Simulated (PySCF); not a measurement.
Cl: ionisation energy

Cl [Ne] 3s2 3p5 (2P) → Cl⁺ [Ne] 3s2 3p4 (3P), as a difference of total energies. Computed with PySCF 2.14 in dyall-av3z, with the spin-free X2C one-electron Hamiltonian (Gaussian nucleus). Correlated levels: valence: [Ne] frozen; virtual orbitals above 40 to 60 times the deepest correlated orbital energy dropped. The calculations carry no spin-orbit coupling.

```json
{"method": "UHF", "ionisation energy (eV)": "11.747"}
{"method": "LDA", "ionisation energy (eV)": "13.186"}
{"method": "PBE", "ionisation energy (eV)": "12.955"}
{"method": "PBE0", "ionisation energy (eV)": "12.938"}
{"method": "r2SCAN", "ionisation energy (eV)": "12.980"}
{"method": "revPBE", "ionisation energy (eV)": "12.902"}
{"method": "TPSSh", "ionisation energy (eV)": "12.929"}
{"method": "wB97M-V", "ionisation energy (eV)": "12.969"}
{"method": "M06-L", "ionisation energy (eV)": "12.849"}
{"method": "MP2 (valence)", "ionisation energy (eV)": "12.745"}
{"method": "SCS-MP2 (valence)", "ionisation energy (eV)": "12.745"}
```

Question: How much does correlation contribute at MP2 (valence)?

Answer: 12.745 − (11.747) = 0.998 eV, measured against UHF.

Errors of the correlated levels include the incompleteness of this basis and the frozen core.

For comparison: 12.974 eV (measured; NIST levels, between the centres of gravity of the two terms).
